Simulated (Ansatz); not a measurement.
**Property card for MoS₂**

Level of theory: DFT r2SCAN, scalar-relativistic, plane waves, PAW in Ansatz 0.2.0.

Settings: cutoff 500 eV, Γ-centred mesh 12×12×1 on the computed 12-atom cell, Gaussian smearing of 0.02 eV; no spin polarisation.

The structure is relaxed at this level of theory with its symmetry kept. This form isn't the usual stable structure of the compound.

```yaml
crystal:
  lattice:
    - [3.18434, 0.00000, 0.00000]
    - [-1.59217, 2.75772, 0.00000]
    - [0.00000, 0.00000, 34.70810]
  atoms:
    - { symbol: Mo, position: [0.66667, 0.33333, 0.90646] }
    - { symbol: Mo, position: [0.66667, 0.33333, 0.28061] }
    - { symbol: Mo, position: [0.33333, 0.66667, 0.71939] }
    - { symbol: Mo, position: [0.33333, 0.66667, 0.09354] }
    - { symbol: S, position: [0.33333, 0.66667, 0.95120] }
    - { symbol: S, position: [0.33333, 0.66667, 0.32533] }
    - { symbol: S, position: [0.66667, 0.33333, 0.76413] }
    - { symbol: S, position: [0.66667, 0.33333, 0.13827] }
    - { symbol: S, position: [0.33333, 0.66667, 0.86173] }
    - { symbol: S, position: [0.33333, 0.66667, 0.23587] }
    - { symbol: S, position: [0.66667, 0.33333, 0.67467] }
    - { symbol: S, position: [0.66667, 0.33333, 0.04880] }
```

```
Space group                                                                                                                                 : P-3m1 (No. 164)
Volume per atom                                                                                                                             : 25.40 Å³
Formation energy from the elements' standard states (uncorrected)                                                                           : -0.973 eV/atom
Generalised Kohn–Sham band gap                                                                                                              : 1.22 eV, indirect from Γ to K
Löwdin character of the top 1 eV of the valence band                                                                                        : Mo 4d 68 %, S 3p 28 %
Löwdin character of the lowest 1 eV of the conduction band                                                                                  : Mo 4d 65 %, S 3p 30 %
Electron masses at the edge by Cartesian direction of the standard setting (m_e; degenerate bands sorted by energy; no spin-orbit coupling) : x: 0.63, 0.40, 0.39, 0.37; y: 0.63, 0.40, 0.39, 0.37; z: over 30, over 30, over 30, over 30
Hole masses at the edge by Cartesian direction of the standard setting (m_e; degenerate bands sorted by energy; no spin-orbit coupling)     : x: 0.98; y: 0.98; z: over 30
```

Each cell of MoS2 holds layers, and where no dispersion correction was added their binding is poorly described.

A ferromagnetic start lost its moments in a first run, so spin was left out; other magnetic orders weren't tried.

Cost: 11 runs of about 29 core-minutes in all, on Intel Xeon 6975P-C (Granite Rapids) (shared hosts).